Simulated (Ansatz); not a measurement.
# CH2 (quintet): from Hartree-Fock to the top rungs, def2-QZVPP

One table from this session's results is given with a row withheld; the runs are named, their logs left out.

Program: Ansatz 0.2.0, Gaussian basis. Level of theory: def2-QZVPP, core rule «outside noble gas», up to 1 orbitals frozen. These are calculated values, not measurements.

The runs, in order: UHF; ROHF; CCSD(T) on UHF.

2 further runs of the same task are left out: 2 set aside as unsound or not needed.

## The system

The geometry is a PBE0/def2-TZVP stationary point (not a proven minimum) of the parent state, kept for this charge and spin.

3 atoms, charge 0, spin multiplicity 5.

Atoms are counted from 1 here; the program's logs count them from 0.

Bond lengths: C1–H2 1.079 Å, C1–H3 1.079 Å. Angles: H2–C1–H3 134.8°.

Set-up of the first run:

in.yaml

```yaml
crystal:
  periodic: [false, false, false]
  atoms:
    - {symbol: C, position_ang: [0.000000, -0.059567, 0.000000]}
    - {symbol: H, position_ang: [0.000000, 0.354901, -0.996161]}
    - {symbol: H, position_ang: [0.000000, 0.354901, 0.996161]}
basis:
  gaussian: {orbitals: "def2-QZVPP.json"}
magnetization: {spin_polarized: true, initial_magnetization: 4}
hamiltonian: {xc: hf}
output: {orbitals: {seedname: orbitals}}
```

Launch:

```console
ansatz run in.yaml --threads 1 --pin off --events-out ev --progress --plain --max-ram 2393MiB
```

Among the steps run: UHF; ROHF; CCSD(T) on UHF.

One of the session's tables, all rows but one given; the rest of the session is left out.

It belongs to the step «Misses and costs». 

```
  method  from UCCSD(T) (kJ/mol)
    ROHF                       ?
     UHF                  +355.0
    UMP2                   +60.2
   UCCSD                   +14.9
UCCSD(T)                       0
```

Q: Estimate the row for ROHF from the others.

The run gave: from UCCSD(T) (kJ/mol): +358.8. In the column «from UCCSD(T) (kJ/mol)» it is the highest.

To keep in mind: Warnings: coupled cluster took another determinant than the lowest.
